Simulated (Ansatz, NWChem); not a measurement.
Worked example: the enthalpy of formation of CS2 (carbon disulfide)

CS2: 3 atoms, total charge 0, spin state singlet. As SMILES, `S=C=S`. The shape is that of a PBE0-D4/def2-TZVP optimisation.

```csv
atom,x (Å),y (Å),z (Å)
S,1.3570,-0.1560,0.7291
C,0.0000,0.0000,0.0000
S,-1.3570,0.1560,-0.7291
```

Total energies at B3LYP/pcseg-2 (NWChem 7.3.0); the atoms run unrestricted:

| species | state | energy (Eh) |
| --- | --- | --- |
| CS2 | singlet | -834.581800 |
| S | triplet | -398.141514 |
| C | triplet | -37.859138 |

Harmonic wavenumbers at PBE0-D4/def2-TZVP, in cm⁻¹: 413, 413, 692, 1598.

Measured heats of formation of the gaseous atoms at 298.15 K, in kJ/mol: S 277.0, C 716.9. Spin-orbit lowering of the atoms at 298 K (mean of the ground term's levels less their thermal mean, from spectra), in kJ/mol: S 1.88, C 0.02. Take 1 Eh = 2625.50 kJ/mol, 1 cm⁻¹ = 0.0119627 kJ/mol, RT = 2.479 kJ/mol.

Work out the heat of formation of the gas at 298 K.


1. Electronic atomisation energy: 2 × (-398.141514) + (-37.859138) − (-834.581800) = 0.439634 Eh = 1154.3 kJ/mol.
2. Zero-point energy: half the sum of the wavenumbers, 1558 cm⁻¹ = 18.6 kJ/mol.
3. Thermal vibrational enthalpy, Σ hcν̃/(exp(hcν̃/kT) − 1): 1.9 kJ/mol. Translation, rotation and pV of a linear molecule: 3.5 RT = 8.7 kJ/mol.
4. The 3 free atoms carry 5/2 RT each: 18.6 kJ/mol.
5. Spin-orbit coupling lowers the free atoms by 2 × 1.88 + 0.02 = 3.8 kJ/mol.
6. Atomisation enthalpy at 298 K: 1154.3 − 3.8 − 18.6 − 1.9 − 8.7 + 18.6 = 1139.9 kJ/mol.
7. Sum of the atoms' heats of formation: 1270.9 kJ/mol. Heat of formation: 1270.9 − 1139.9 = +131.0 kJ/mol.

The tabulated value is +116.9 kJ/mol (NIST-JANAF tables), so this level is off by +14.1 kJ/mol, or 1.2 % of the atomisation enthalpy. Anharmonicity and any spin-orbit splitting of the molecule are left out.
